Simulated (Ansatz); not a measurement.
# One shape, several levels: HOF (hypofluorous acid)

We compute a comparison of 6 runs (B3LYP/6-31G*, B2PLYP/aug-cc-pVTZ, CAM-B3LYP/aug-cc-pVTZ, HSE06/aug-cc-pVTZ, PBE/aug-cc-pVTZ, SVWN5/aug-cc-pVTZ) of HOF (hypofluorous acid). 

Program for the calculation: Ansatz 0.2.0.

48 further runs of the same task are left out: 48 set aside as unsound or not needed.

## (1) Starting point

HOF: 3 atoms, total charge 0, spin state singlet. As SMILES, `OF`. One bond was lengthened or shortened from a relaxed shape.

Bond lengths: O1–F2 1.406 Å, O1–H3 1.115 Å. Angles: F2–O1–H3 99.1°.

## (2) A single-point energy at B3LYP/6-31G(d) (Cartesian functions) (run 1)

in.yaml reads:

```yaml
crystal:
  periodic: [false, false, false]
  atoms:
    - {symbol: O, position_ang: [0.526465, -0.121265, 0.279571]}
    - {symbol: F, position_ang: [-0.126035, 1.103695, 0.052261]}
    - {symbol: H, position_ang: [-0.208690, -0.804280, -0.205350]}
basis:
  gaussian:
    orbitals: "6-31G*"
hamiltonian:
  xc: {name: B3LYP}
accuracy: high
output:
  orbitals: {seedname: orbitals}
```

Started as:

```
$ ansatz run in.yaml --threads 1 --pin off --max-ram 3480MiB --events-out events.jsonl --progress --plain --runs-dir runs
```

Standard output:

```text
Warning: RAYON_NUM_THREADS=1 ignored (pool sized by the plan → 1); use --threads N
Functional definition: B3LYP
  name "B3LYP"
  parameter a0 = 0.2
  parameter ax = 0.72
  parameter ac = 0.81
  exchange = (1 - a0 - ax)*slater_x + ax*b88_x + a0*exact_x
  correlation = (1 - ac)*vwn_rpa_c + ac*lyp_c
558 factors; integrals over basis functions are off by at most 2.8e-9 eV
mean field evaluation 1: about -4774.8907 eV, gradient 2.3e1 eV
mean field evaluation 2: about -4774.3648 eV, gradient 2.9e1 eV
mean field evaluation 4: about -4775.8679 eV, gradient 1.8e0 eV
mean field evaluation 8: about -4775.8712 eV, gradient 1.3e-2 eV
mean field evaluation 16: about -4775.8712 eV, gradient 1.7e-7 eV
mean field -4775.87115159 eV, -175.5100276194 hartree, gradient 1.7e-8 eV, S^2 0.000000; 0 other end points of the search recorded, 0 dependent functions left out
reference -4775.87116787 eV, -175.5100282175 hartree; 9, 9 occupied and 23, 23 virtual orbitals, 558 factors
Total energy: -4775.87116787 eV, -175.5100282175 hartree
```

Wall time 0.7 s (1 thread of Arm Neoverse V2, shared host).

## (3) The energy at B2PLYP/aug-cc-pVTZ (run 2)

run.yaml reads:

```yaml
crystal:
  periodic: [false, false, false]
  atoms:
    - symbol: O
      position_ang: [0.526465, -0.121265, 0.279571]
    - symbol: F
      position_ang: [-0.126035, 1.103695, 0.052261]
    - symbol: H
      position_ang: [-0.208690, -0.804280, -0.205350]
basis:
  gaussian: {orbitals: aug-cc-pVTZ}
hamiltonian: {xc: {name: B2PLYP}}
correlation: {frozen_orbitals: {F: 1, H: 0, O: 1}}
accuracy: high
output: {orbitals: {seedname: orbitals}}
```

Started as:

```
$ ansatz run run.yaml --threads 1 --pin off --max-ram 3480MiB --events-out events.jsonl --progress --plain --runs-dir runs
```

Standard output:

```text
Warning: RAYON_NUM_THREADS=1 ignored (pool sized by the plan → 1); use --threads N
Functional definition: B2PLYP
  name "B2PLYP"
  parameter a = 0.53
  parameter c = 0.27
  exchange = (1 - a)*b88_x + a*exact_x
  correlation = (1 - c)*lyp_c + c*(mp2_os + mp2_ss)
1783 factors; integrals over basis functions are off by at most 2.7e-9 eV
mean field evaluation 1: about -4770.2608 eV, gradient 2.1e1 eV
mean field evaluation 2: about -4770.2609 eV, gradient 2.1e1 eV
mean field evaluation 4: about -4770.9320 eV, gradient 4.3e0 eV
mean field evaluation 8: about -4770.9586 eV, gradient 3.5e-1 eV
mean field evaluation 16: about -4770.9588 eV, gradient 3.1e-5 eV
mean field -4770.95884044 eV, -175.3295035142 hartree, gradient 3.6e-8 eV, S^2 0.000000; 0 other end points of the search recorded, 0 dependent functions left out
2 core orbitals not correlated: weight in the atoms' cores, before any rotation towards them, 1.000 or more for the frozen orbitals, at most 0.000 for the correlated occupied ones
reference -4770.95886044 eV, -175.3295042491 hartree; 7, 7 occupied and 106, 106 virtual orbitals, 1783 factors
second order -17.17079973 eV of doubles, -0.00000000 eV of singles
Total energy: -4775.59497637 eV, -175.4998783669 hartree
```

Run time: 5.4 s. Hardware: 1 thread of Arm Neoverse V2, shared host; peak memory 0.26 GiB.

Runs 3 to 5 aren't shown in full; the table further down has their settings and results.

## (4) A single-point energy at SVWN5/aug-cc-pVTZ (run 6)

Changes to in.yaml since step 2:

```diff
@@ -7,8 +7,6 @@
 basis:
-  gaussian:
-    orbitals: "6-31G*"
-hamiltonian:
-  xc: {name: B3LYP}
+  gaussian: {orbitals: aug-cc-pVTZ}
+output: {orbitals: {seedname: orbitals}}
 accuracy: high
-output:
-  orbitals: {seedname: orbitals}
+hamiltonian: {xc: {name: SVWN5}}
+magnetization: {spin_polarized: false}
```

Started as:

```
$ ansatz run in.yaml --threads 1 --pin off --max-ram 3480MiB --events-out events.jsonl --progress --plain --runs-dir runs
```

Standard output:

```text
Warning: RAYON_NUM_THREADS=1 ignored (pool sized by the plan → 1); use --threads N
Functional definition: SVWN5
  name "SVWN5"
  exchange = slater_x
  correlation = vwn5_c
1783 factors; integrals over basis functions are off by at most 2.7e-9 eV
mean field evaluation 1: about -4744.7052 eV, gradient 3.5e1 eV
mean field evaluation 2: about -4736.8723 eV, gradient 7.3e1 eV
mean field evaluation 4: about -4746.5376 eV, gradient 5.1e0 eV
mean field evaluation 8: about -4746.5803 eV, gradient 1.3e-1 eV
mean field evaluation 16: about -4746.5803 eV, gradient 1.9e-6 eV
mean field -4746.58034602 eV, -174.4336103686 hartree, gradient 2.2e-8 eV, S^2 0.000000; 0 other end points of the search recorded, 0 dependent functions left out
reference -4746.58034947 eV, -174.4336104953 hartree; 9, 9 occupied and 106, 106 virtual orbitals, 1783 factors
Total energy: -4746.58034947 eV, -174.4336104953 hartree
```

Run time: 2.5 s. Hardware: 1 thread of Arm Neoverse V2, shared host; peak memory 0.23 GiB.

## (5) The series

| run | level | Cartesian functions | frozen core orbitals | energy (Eh) | HOMO energy (eV) | LUMO energy (eV) | HOMO–LUMO gap (eV) | wall time |
| --- | --- | --- | --- | --- | --- | --- | --- | --- |
| 1 | B3LYP/6-31G* (Cartesian functions) | yes | – | -175.510028 | -8.13 | -0.65 | 7.48 | 0.7 s |
| 2 | B2PLYP/aug-cc-pVTZ | no | 2 | -175.499878 | -11.21 | -0.24 | 10.97 | 5.4 s |
| 3 | CAM-B3LYP/aug-cc-pVTZ | no | – | -175.551093 | -10.75 | -0.39 | 10.36 | 4.5 s |
| 4 | HSE06/aug-cc-pVTZ | no | – | -175.413753 | -8.69 | -1.57 | 7.11 | 4.2 s |
| 5 | PBE/aug-cc-pVTZ | no | – | -175.435934 | -7.05 | -2.77 | 4.28 | 3.6 s |
| 6 | SVWN5/aug-cc-pVTZ | no | – | -174.433610 | -7.20 | -3.08 | 4.12 | 2.5 s |

## (6) Outcome

| quantity | value |
| --- | --- |
| run 6: total energy | -174.43361 Eh |
| run 6: HOMO energy | -7.20 eV |
| run 6: LUMO energy | -3.08 eV |
| run 6: HOMO–LUMO gap | 4.12 eV |

The HOMO–LUMO gap runs from 4.12 eV (SVWN5/aug-cc-pVTZ) to 10.97 eV (B2PLYP/aug-cc-pVTZ). A double hybrid's value is that of its SCF part. Totals of different functionals can't be ranked against each other. All runs together took 21 s, the longest 5.4 s.
